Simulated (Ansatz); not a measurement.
fcc Ni, treated with r²SCAN-D4 (Ansatz, a quantum-chemistry and plane-wave program, plane waves, PAW).

Numerical settings: plane-wave cutoff 560 eV, 26×26×26 k mesh, Fermi–Dirac smearing 0.05 eV, spin-polarised with parallel moments, scalar-relativistic PAW data made under PBE.

Energies at three volumes about the minimum:

| V (Å³/atom) | E − E_lowest (meV/atom) |
|---|---|
| 10.208 | 3.08 |
| 10.417 | 0.00 |
| 10.625 | 2.79 |

### Question
Fit a parabola by hand: where is the minimum, and what is the bulk modulus?

### Answer
Slopes: (0.00 − 3.08)/(10.417 − 10.208) = -14.737 and (2.79 − 0.00)/(10.625 − 10.417) = 13.413 meV/Å³. Curvature E″ = 2 × (13.413 − (-14.737))/(10.625 − 10.208) = 135.012 meV/Å⁶. From the middle of the first interval, the slope vanishes at V0 = 10.3125 − (-14.737)/135.012 = 10.422 Å³/atom. B = V0 E″ = 10.422 × 135.012 meV/Å³ × 0.1602 GPa per meV/Å³ = 225 GPa. The full Birch–Murnaghan fit to all volumes gives V0 = 10.418 Å³/atom and B0 = 225 GPa.

Measured, for comparison: bulk modulus 192 GPa (0 K value with the zero-point phonon effect removed, our sources range from 186 to 195; as tabulated in Mejia-Rodriguez and Trickey (2018), arXiv:1807.09216); equilibrium volume per atom 10.79 Å³/atom (static lattice: zero-point anharmonic expansion removed; as tabulated in Mejia-Rodriguez and Trickey (2018), arXiv:1807.09216). Computed (rounded) less measured: bulk modulus +17 % (+15 % to +21 % over the range), equilibrium volume per atom -3.4 %.
